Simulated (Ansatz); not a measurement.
System: Cu₂ZnSnS₄ (I-4, No. 82). Method: r²SCAN+rVV10 in Ansatz (plane waves, PAW).

Numerical settings: plane-wave cutoff 560 eV, 10×10×10 k mesh, Fermi–Dirac smearing 0.01 eV, no spin polarisation, scalar-relativistic PAW data made under PBE.

Computed at the level's own relaxed cell.

Problem. Predict the band gap, equilibrium lattice constant a and lattice parameter c.

Solution. 
- band gap: 0.48 eV
- equilibrium lattice constant a: 5.391 Å
- lattice parameter c: 10.779 Å

Measured, for comparison: band gap 1.49 eV (temperature not stated, no zero-point or thermal correction, direct; as tabulated in Wikipedia's data pages).

Spin–orbit coupling is not included.

Static lattice: no zero-point or thermal effects.

Computing time: around 11 core-minutes (rough).

Ansatz is a first-principles code.
